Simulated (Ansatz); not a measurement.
Anthracene C₁₄H₁₀

All values below come from r²SCAN+rVV10 (Ansatz, an electronic-structure program, plane waves, PAW).

Cell: relaxed at this level.

- lattice energy = 110 kJ/mol
- volume per molecule = 219.10 Å³

Computed values are for the static lattice.

Cost on a shared machine: roughly 40 core-minutes.
